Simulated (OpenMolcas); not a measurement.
# SF2 (sulfur difluoride) at N12/ANO-L-VDZP (Cholesky decomposition)

Aim: the vertical ionisation energy of SF2 (sulfur difluoride) at N12/ANO-L-VDZP (Cholesky decomposition), from 2 runs. 

The results are computed with OpenMolcas 26.06.

### 1 Starting point

The species is SF2 (3 atoms), meant as a singlet with charge 0. SMILES: `FSF`. Geometry: relaxed at GFN2-xTB.

Bond lengths: F1–S2 1.632 Å, S2–F3 1.632 Å. Angles: F1–S2–F3 97.2°.

### 2 The energy at N12/ANO-L-VDZP (Cholesky decomposition)

Input file job.input:

```
* F2S Kohn-Sham DFT

&GATEWAY
  Coord
  3
  bohr
  F      0.85933406     2.13826290     0.70877958
  S     -1.18478269     0.24891473    -0.62047268
  F      0.32544863    -2.38715873    -0.08830690
  Basis=ANO-L-VDZP
  Group=NoSym

&SEWARD
  Low

&SCF
  KSDFT=2
  1.0 GGA_X_N12
  1.0 GGA_C_N12
  PrOrbitals=0
```

Run with:

```sh
export MOLCAS_MEM=1860
pymolcas job.input > job.log
```

The program printed:

```text
--- Start Module: gateway ---
[...]
--- Stop Module: gateway /rc=_RC_ALL_IS_WELL_ ---
--- Start Module: seward ---
[...]
      Basis functions           46
--- Stop Module: seward /rc=_RC_ALL_IS_WELL_ ---
[...]
--- Start Module: scf ---
[...]
       Convergence after  14 Iterations
[...]
::    Total KS-DFT energy                            -597.8236682372
[...]
      Total spin, S                                     0.0000000000
[...]
      Total electronic charge=   34.000000
      Total            charge=   -0.000000
[...]
      Dipole Moment (debye):
      Origin of the operator (angstrom)=   -0.1163    0.0244   -0.0609
                   X= -1.2522E+00               Y=  2.6200E-01               Z= -6.5592E-01           Total=  1.4377E+00
      Quadrupole Moment (debye*angstrom):
[...]
--- Stop Module: scf /rc=_RC_ALL_IS_WELL_ ---
[...]
```

It took 8.1 s on 1 thread of AMD EPYC 7R43 (Zen 3), shared host; peak memory 0.075 GiB.

### 3 The doublet cation at the same level

Input file job.input:

```
* F2S Kohn-Sham DFT
>>> EXPORT MOLCAS_PRINT=2
&GATEWAY
Coord
3
bohr
F      0.85933406     2.13826290     0.70877958
S     -1.18478269     0.24891473    -0.62047268
F      0.32544863    -2.38715873    -0.08830690
Basis = ANO-L-VDZP
Group = NoSym
&SEWARD
Low
&SCF
UHF
Charge = 1
Spin = 2
KSDFT = 2
1.0 GGA_X_N12
1.0 GGA_C_N12
PrOrbitals = 0
```

Run with:

```sh
export MOLCAS_MEM=1860
pymolcas job.input > job.log
```

The program printed:

```text
--- Start Module: gateway ---
[...]
--- Stop Module: gateway /rc=_RC_ALL_IS_WELL_ ---
--- Start Module: seward ---
[...]
      Basis functions           46
--- Stop Module: seward /rc=_RC_ALL_IS_WELL_ ---
[...]
--- Start Module: scf ---
[...]
       Convergence after  18 Iterations
[...]
::    Total KS-DFT energy                            -597.4400482355
[...]
      Total spin, S                                     0.5010660422
[...]
      Total electronic charge=   33.000000
      Total            charge=    1.000000
[...]
      Dipole Moment (debye):
      Origin of the operator (angstrom)=   -0.1163    0.0244   -0.0609
                   X= -2.3909E+00               Y=  5.0139E-01               Z= -1.2522E+00           Total=  2.7452E+00
      Center of Charge (angstrom)
[...]
--- Stop Module: scf /rc=_RC_ALL_IS_WELL_ ---
[...]
```

Wall time 11 s (1 thread of AMD EPYC 7R43 (Zen 3), shared host); peak memory 0.075 GiB.

### 4 Summary of results

At N12/ANO-L-VDZP (Cholesky decomposition):

| quantity | value |
| --- | --- |
| singlet SF2: total energy | -597.82367 Eh |
| singlet SF2: dipole moment | 1.44 D |
| singlet SF2: HOMO energy | -6.13 eV |
| singlet SF2: LUMO energy | -3.45 eV |
| singlet SF2: HOMO–LUMO gap | 2.68 eV |
| doublet cation: total energy | -597.44005 Eh |
| doublet cation: HOMO energy (highest over α and β) | -16.11 eV |
| doublet cation: LUMO energy (lowest over α and β) | -14.73 eV |
| doublet cation: ⟨S²⟩ | 0.752 |
| vertical ionisation energy (to the doublet cation) | 10.439 eV |

This program's gradients are faulty for this kind of reference, so any forces in the log (doublet cation) can't be trusted; the energy can. The vertical ionisation energy comes to 10.44 eV (1007 kJ/mol). −ε(HOMO) before ionisation, 6.13 eV, is 4.31 eV below this ionisation energy. Mulliken charges (singlet SF2) run from -0.19 on F1 to +0.38 on S2; they depend strongly on the basis. Mulliken charges (doublet cation) run from +0.01 on F1 to +0.99 on S2.
